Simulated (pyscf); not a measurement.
Thermochemistry of product channels of `[SiH3][SeH]` + `[FH]` on the singlet surface, in kJ/mol, from ωB97M-D3(BJ)/def2-TZVP energies (ideal gas, 1 atm, RRHO with modes under 100 cm⁻¹ raised to 100, one conformer, R ln 2 for chiral ones without a mode under 150 cm⁻¹). PySCF, gas phase, ωB97X-D3(BJ)/def2-SVP geometries.

```tsv
products	ΔE	ΔH(298 K)	ΔG(298 K)	ΔG(600 K)
`[SeH2]` + `[F][SiH3]`	-74.9	-79.4	-79.0	-77.1
`[F][SiH2][SeH]` + `[H][H]`	-118.8	-127.5	-122.1	-117.6
```

These are energies of the channels, which say nothing of barriers. Elements up to Kr have no core potential and no relativistic terms here.
